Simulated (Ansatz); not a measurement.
# [GeH₃···H···Cl], doublet along the distance Ge1-H5

Starting geometry:

```xyz
6

Ge   -1.0510    0.0000    0.0000
H    -1.5625    1.4466    0.0000
H    -1.5625   -0.7233    1.2528
H    -1.5625   -0.7233   -1.2528
H     0.4833    0.0000    0.0000
Cl    2.2730    0.0000    0.0000
```

From there H5 is moved from one fragment to the other while all else, the fragments' distance too, stays fixed; atoms are numbered as listed. Energies are in eV, counted from the starting geometry at the same level.

Basis cc-pVDZ; Ansatz 0.2.0. Correlated methods freeze the noble-gas cores and the filled d shells of p-block atoms. R marks a restricted (for open shells ROHF) determinant, U an unrestricted one. Active spaces: valence = (15e, 12o) chosen from the atoms' valence shells. No spin–orbit coupling is included, and no scalar relativity.

Runs in a small pair space aren't shown, since their orbitals change along the scan.

Full CI isn't at hand for all of this; UCCSDT(Q) serves as the reference, and is uncertain by about the last step of the cluster series. The frozen core follows each run's orbitals, which can shift R against U totals by a few meV for light atoms and by up to 0.1 eV past Ca.

```
distance Ge1-H5 (Å)  UCCSDT(Q)  error UHF  error UMP2  error RCCSD  error UCCSD  error RCCSD(T)  error NEVPT2 (valence space)
              1.534      0.000      0.000       0.000        0.000        0.000           0.000                         0.000
              1.597     -0.053      0.062      -0.001        0.009        0.008           0.002                        -0.020
              1.723     -0.129      0.168      -0.018        0.027        0.023           0.004                        -0.058
              1.848     -0.247      0.210      -0.057        0.029        0.025           0.005                        -0.081
              1.974     -0.362      0.178      -0.092        0.018        0.017           0.003                        -0.088
```

Errors are those of relative energies. In total energy the starting point itself misses UCCSDT(Q) by: UHF 7.789, UMP2 1.385, RCCSD 0.167, UCCSD 0.163, RCCSD(T) 0.033, NEVPT2 (valence space) 1.580 eV.

Spread of the error over the points with a reference, to 1.974 Å (largest less smallest): RCCSD(T) 0.005, UCCSD 0.025, RCCSD 0.029, NEVPT2 (valence space) 0.088, UMP2 0.092, UHF 0.210 eV.
